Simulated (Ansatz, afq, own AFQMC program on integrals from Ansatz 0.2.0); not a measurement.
## NH, triplet in cc-pVDZ, levels against full CI

```yaml
atoms:
  - { symbol: N, position_ang: [0.0000, 0.0000, 0.0000] }
  - { symbol: H, position_ang: [0.0000, 0.0000, 2.2460] }
```

Basis cc-pVDZ. Only valence electrons are correlated. Integrals, coupled cluster, full CI and functionals: Ansatz 0.2.0; the random walks run on the same integrals in our own AFQMC program. ph-AFQMC/CISD is guided by a CISD state made of CCSD amplitudes; releasing the constraint for a short imaginary time cuts its bias at the price of noise, slowly where states lie close. Uncertainties: one standard error, sampling alone.

Determinant: ROHF, the one that the program's search chose, which needn't be the lowest solution. The geometry is a point of a scan.

Full CI on the same integrals is exact in this basis and with this determinant's frozen core.

Cautions: lower spins were not checked; a spin-contaminated unrestricted determinant lies lower (UHF 3.73 eV lower, ⟨S²⟩ 2.95); strong correlation (T1 0.213, weight of the determinant 0.52, largest double 0.28); the CCSD(T) amplitudes may be one of several solutions (largest double 0.28); the CCSDT(Q) amplitudes may be one of several solutions (largest double 0.47); the CCSDTQ amplitudes may be one of several solutions (largest double 0.48); the released energies are still falling, so no released level is given (meV from the phaseless value at times in 1/Eh: -3 ± 4 at 0.24, -10 ± 4 at 0.51, -12 ± 3 at 0.99, -21 ± 5 at 1.62, -24 ± 5 at 2.40).

```
T1 diagnostic                               : 0.2129
weight of the determinant in the CISD state : 0.525
size of the correlated space                : 6 electrons in 18 orbitals
```

| level | correlation energy (eV) |
| --- | --- |
| MP2 | -4.0384 |
| CCSD | -6.0772 |
| CCSD(T) | -6.2333 |

**Question.** Estimate where full CI lies against CCSD(T) on the same integrals.

**Answer.** 1.40 kcal/mol below CCSD(T).

Reference: full CI, correlation energy -6.294 eV. The cautions show a poor starting determinant, so the rows tell how each method copes with it here, and full CI is the sure value.

```
        level  E − E(reference) (kcal/mol)  share of correlation (%)
      CCSD(T)                         1.40                     99.04
        CCSDT                         0.39                     99.73
     CCSDT(Q)                        -0.08                    100.06
       CCSDTQ                         0.01                     99.99
ph-AFQMC/CISD                  0.88 ± 0.10                     99.39
```

CCSDT and higher add their correlation energy to the determinant of the CCSD(T) run, since their own runs factorise the integrals more tightly (a shift of under 2 meV). A walk keeps the symmetry of its determinant, which the program's search chose and which needn't be the lowest solution, so a lower state of the same spin and another symmetry isn't excluded.
